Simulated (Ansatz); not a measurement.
in.yaml

```yaml
crystal:
  periodic: [false, false, false]
  atoms:
    - {symbol: B, position_ang: [0.000000, -1.029260, 1.071367]}
    - {symbol: B, position_ang: [0.000000, 0.408908, 1.666092]}
    - {symbol: Ge, position_ang: [0.000000, 0.074225, -0.441263]}
    - {symbol: H, position_ang: [0.000000, 1.304568, 2.439302]}
basis:
  gaussian: {orbitals: STO-3G}
total_charge: 1
magnetization: {spin_polarized: false, initial_magnetization: 2}
correlation: {method: ccsdt_q, electrons: outside_noble_gas, diis_vectors: 2}
```

```sh
$ ansatz run in.yaml --threads 1 --pin off --events-out ev --progress --plain --max-ram 2393MiB
```

Output:

```
430 factors; integrals over basis functions are off by at most 5.1e-8 eV
mean field evaluation 1: about -57161.1382 eV, gradient 1.1e1 eV
mean field evaluation 2: about -57161.1507 eV, gradient 1.1e1 eV
mean field evaluation 4: about -57162.0771 eV, gradient 3.9e0 eV
mean field evaluation 8: about -57162.2375 eV, gradient 1.1e-1 eV
mean field evaluation 16: about -57161.8788 eV, gradient 5.7e0 eV
mean field evaluation 32: about -57161.1766 eV, gradient 1.7e-6 eV
mean field evaluation 64: about -57159.0685 eV, gradient 5.9e0 eV
mean field evaluation 96: about -57161.1469 eV, gradient 5.2e-1 eV
mean field evaluation 128: about -57159.7620 eV, gradient 7.7e-3 eV
mean field evaluation 160: about -57161.1766 eV, gradient 5.3e-3 eV
...
cycle  25  -4.28093903 eV  change   -5.8e-6 eV  update   1.0e-5
cycle  26  -4.28094225 eV  change   -3.2e-6 eV  update   7.6e-6
cycle  27  -4.28094201 eV  change    2.4e-7 eV  update   5.8e-6
cycle  28  -4.28094228 eV  change   -2.7e-7 eV  update   4.3e-6
cycle  29  -4.28094181 eV  change    4.7e-7 eV  update   3.0e-6
cycle  30  -4.28094174 eV  change    7.1e-8 eV  update   2.3e-6
cycle  31  -4.28094127 eV  change    4.8e-7 eV  update   1.8e-6
cycle  32  -4.28094099 eV  change    2.7e-7 eV  update   1.3e-6
cycle  33  -4.28094069 eV  change    3.0e-7 eV  update   1.0e-6
cycle  34  -4.28094062 eV  change    7.5e-8 eV  update   7.9e-7
perturbative correction -0.02004715 eV, -0.0007367192 hartree
Total energy: -57166.53899760 eV, -2100.8315592899 hartree
```

Ran on 1 thread of Intel Xeon, shared host: 17 s wall, 0.19 GiB peak host memory.
